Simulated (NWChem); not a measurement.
**methane (CH₄)**

```xyz
5

C      0.0000     0.0000     0.0000
H      0.0000     0.8966     0.6340
H      0.0000    -0.8966     0.6340
H     -0.8966     0.0000    -0.6340
H      0.8966     0.0000    -0.6340
```
Charge 0, spin multiplicity 1.

The numbers come from NWChem runs, not from measurements. Structure: optimised with PBE0/def2-SVP, a minimum by its harmonic frequencies.

The field's frequency is 0.0428 Ha (1065 nm). This basis has no diffuse functions, which lowers polarisabilities.

B3LYP has NWChem's definition, with VWN1-RPA local correlation. The Pople sets run with spherical d functions.

**Question.** Give the polarisability tensor in bohr³ at B3LYP/6-31G* (spherical d), VWN1-RPA local correlation, in the frame of the coordinates, and its isotropic mean.

**Answer.** 
```
12.53   0.00   0.00
 0.00  12.53   0.00
 0.00   0.00  12.53
```
Mean (one third of the trace): 12.53 bohr³.
